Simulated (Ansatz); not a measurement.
Geometry optimisation, Ansatz, UHF/6-31G*.

Input file:

```yaml
crystal:
  periodic: [false, false, false]
  atoms:
    - { symbol: "N", position_ang: [-1.77362, -0.7259, -1.34087] }
    - { symbol: Si, position_ang: [-0.66823, 0.1081, -0.4955] }
    - { symbol: Al, position_ang: [1.28407, 0.16796, 0.96058] }
    - { symbol: H, position_ang: [-1.83205, -1.72986, -1.4153] }
    - { symbol: H, position_ang: [-0.97252, 1.56878, -0.67571] }
    - { symbol: H, position_ang: [2.16147, -0.98423, 1.56658] }
    - { symbol: H, position_ang: [1.80089, 1.59516, 1.40023] }
magnetization:
  spin_polarized: true
basis:
  gaussian: { orbitals: "6-31G*" }
hamiltonian:
  xc: hf
relax:
  f_tol: 0.02
  max_steps: 50
```

Command:

```bash
$ ansatz run input.yaml --threads 1 --pin off --max-ram 2048MiB --backend cpu --events-out ev --progress --plain --runs-dir out
```

Q: Where does it end, and by what steps?

A: The run converged. The force dipped under the threshold on the way, but the program's further checks kept it going. After 7 steps the energy has fallen by 0.349 eV; H4 moved furthest, 0.71 Å.

| step | energy less start (eV) | largest force component (eV/Å) | accepted |
| --- | --- | --- | --- |
| 0 | 0.0000 | 1.924 | yes |
| 1 | -0.2000 | 0.468 | yes |
| 2 | -0.2520 | 0.299 | yes |
| 3 | -0.3145 | 0.355 | yes |
| 4 | -0.3451 | 0.086 | yes |
| 5 | -0.3437 | 0.255 | no |
| 6 | -0.3487 | 0.015 | yes |
| 7 | -0.3489 | 0.016 | yes |

```xyz
7
Properties=species:S:1:pos:R:3
N -1.592 -0.832 -1.211
Si -0.733 0.441 -0.531
Al 1.213 0.191 0.909
H -1.256 -1.756 -0.994
H -1.291 1.752 -0.903
H 1.725 -1.270 1.240
H 1.934 1.474 1.490
```

Time of the run: 69 s on 1 thread of Intel(R) Xeon(R) Processor @ 2.50GHz (Skylake/Cascade Lake), on a shared host, peak memory 0.14 GiB.
